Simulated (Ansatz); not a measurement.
What a trial cell of ReW relaxes into

The calculation used Ansatz 0.2.0, DFT PBE, scalar-relativistic, plane waves, PAW. Cutoff 420 eV, Γ-centred k mesh, Gaussian smearing, no spin polarisation in the final step.

ReW was placed on the AuCd (B19) structure type (Pmma, No. 51), with Re in place of Cd, W in place of Au, at a guessed volume.

```xyz
4
Lattice="4.4849 0.0000 0.0000 0.0000 2.9679 0.0000 0.0000 0.0000 4.5791" Properties=species:S:1:pos:R:3 pbc="T T T"
Re    3.3637    0.0000    3.1459
Re    1.1212    0.0000    1.4333
W     3.3637    1.4840    0.8609
W     1.1212    1.4840    3.7182
```

Cell and atoms relax at zero pressure; the relaxation can't lower the symmetry of the start. After a coarse first stage the cell is made exact in the group found at 0.06 Å.

Energies over the elements count from the elements' standard structures at the same level, with no empirical corrections.

Which crystal results?

It ends in Pm-3m (No. 221). The result has the caesium chloride structure. Conventional cell: a = 3.147 Å. Re is coordinated by 8 W at 2.73 Å and 6 Re at 3.15 Å; W has 8 Re at 2.73 Å and 6 W at 3.15 Å.

```cif
data_structure
_symmetry_space_group_name_H-M 'Pm-3m'
_symmetry_Int_Tables_number 221
_cell_length_a 3.1468
_cell_length_b 3.1468
_cell_length_c 3.1468
_cell_angle_alpha 90.000
_cell_angle_beta 90.000
_cell_angle_gamma 90.000
_cell_volume 31.16
loop_
_atom_site_label
_atom_site_type_symbol
_atom_site_symmetry_multiplicity
_atom_site_Wyckoff_symbol
_atom_site_fract_x
_atom_site_fract_y
_atom_site_fract_z
_atom_site_occupancy
Re1 Re 1 b 0.50000 0.50000 0.50000 1
W1 W 1 a 0.00000 0.00000 0.00000 1
```

What are its volume, energy, density and gap?

The volume per atom is 15.58 Å³ and the density is 19.72 g/cm³. The energy over the elements is 0.10 eV/atom. The gap on the 18×18×18 mesh is 0 eV (a metal).

The final run used a 18×18×18 mesh on its 2-atom cell and 0.10 eV smearing. The k mesh leaves about 4 meV/atom of noise in metals. Spin–orbit coupling is left out. A structure relaxed within its symmetry needn't be a true minimum. The steps took about 60 core-seconds in all.

Cost: 3 runs of about 1.1 core-minutes in all, on Arm Neoverse V2 (shared hosts).